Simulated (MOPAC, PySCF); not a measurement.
CH4O, SMILES `OC`, neutral singlet in the gas phase. 

Cartesian coordinates (Å):
```xyz
6

C     -0.3424     0.0106    -0.0160
O      0.9555     0.5242    -0.0775
H     -0.6066    -0.3965     0.9803
H     -1.0397     0.8355    -0.2255
H     -0.5371    -0.7814    -0.7662
H      1.5703    -0.1924     0.1049
```
Charge 0, multiplicity 1.

All levels are single points at this geometry (PBE0-D4/def2-SVP); Pople sets use spherical d functions. Orbital energies aren't observables, and empty levels follow the basis.

HF/6-31G* in PySCF gives HOMO (eV) = -12.04.

Q: Estimate the HOMO (eV) from each of these levels: B3LYP-D3(BJ)/def2-TZVP in PySCF; PBE0-D4/def2-TZVP in PySCF; B3LYP/3-21G in PySCF; B3LYP/6-311+G** in PySCF; B3LYP/6-31G* in PySCF; BP86/6-31G* in PySCF; PBE/6-31G* in PySCF; HF/3-21G in PySCF; HF/STO-3G in PySCF; AM1 in MOPAC; PM6 in MOPAC; PM7 in MOPAC.

A: 
| level | HOMO (eV) |
|---|---|
| B3LYP-D3(BJ)/def2-TZVP in PySCF | -7.65 |
| PBE0-D4/def2-TZVP in PySCF | -7.88 |
| B3LYP/3-21G in PySCF | -6.70 |
| B3LYP/6-311+G** in PySCF | -7.73 |
| B3LYP/6-31G* in PySCF | -7.20 |
| BP86/6-31G* in PySCF | -5.80 |
| PBE/6-31G* in PySCF | -5.67 |
| HF/3-21G in PySCF | -11.75 |
| HF/STO-3G in PySCF | -9.67 |
| AM1 in MOPAC | -11.13 |
| PM6 in MOPAC | -10.49 |
| PM7 in MOPAC | -10.70 |
